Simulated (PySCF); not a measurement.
Butadiene radical anion, C4H6 (charge -1 and doublet state).
SMILES with atom numbers: `[CH2:1]=[CH:2][CH:3]=[CH2:4]` (hydrogens: H5, H6 on C1; H7 on C2; H8 on C3; H9, H10 on C4)

Computed with PySCF 2.14.0, PBE0-D3(BJ)/def2-SVP geometry optimisation, gas phase.

(1) List the bond lengths, angles and torsions at this level.

Results:

(1) 
```json
{"bond": "C1=C2, C3=C4", "length (pm)": "140.3"}
{"bond": "C2–C3", "length (pm)": "140.7"}
{"bond": "C1–H5, C4–H10", "length (pm)": "109.7"}
{"bond": "C1–H6, C4–H9", "length (pm)": "109.5"}
{"bond": "C2–H7, C3–H8", "length (pm)": "110.4"}
```

Bonds in one row agree within 1 pm and their mean is given. A selection of angles:
```json
{"angle": "C2–C1–H5", "degrees": "121.4"}
{"angle": "C2–C1–H6", "degrees": "121.4"}
{"angle": "H5–C1–H6", "degrees": "117.1"}
{"angle": "C1–C2–C3", "degrees": "128.9"}
{"angle": "C1–C2–H7", "degrees": "116.1"}
{"angle": "C3–C2–H7", "degrees": "115.0"}
```

Dihedral angles: C1–C2–C3–C4 180° (antiperiplanar).

The 4 heavy atoms lie in one plane (0.000 Å rms). C1 (carbon bonded to C and 2 H) is planar (angles 121.4°, 121.4° and 117.1°, sum 360.0°, 0.00 Å off the plane of its three neighbours). C2 (carbon bonded to 2 C and H) is planar (angles 128.9°, 116.1° and 115.0°, sum 360.0°, 0.00 Å off the plane of its three neighbours).

Point group: C2h (every atom within 0.08 Å of its image). No PBE0-D3(BJ)/def2-SVP frequencies stand behind this structure, so it isn't proved a minimum. ⟨S²⟩ = 0.765 (exact for a doublet: 0.75). Whether the extra electron is bound in the gas phase wasn't checked; a finite basis holds it in any case. The geometry's basis has no diffuse functions, a weakness for an anion.

Time: 18 s wall. Hardware: Arm Neoverse V1, one thread, no GPU, shared host. These figures are those of the optimisation.

One conformer stands for the species.
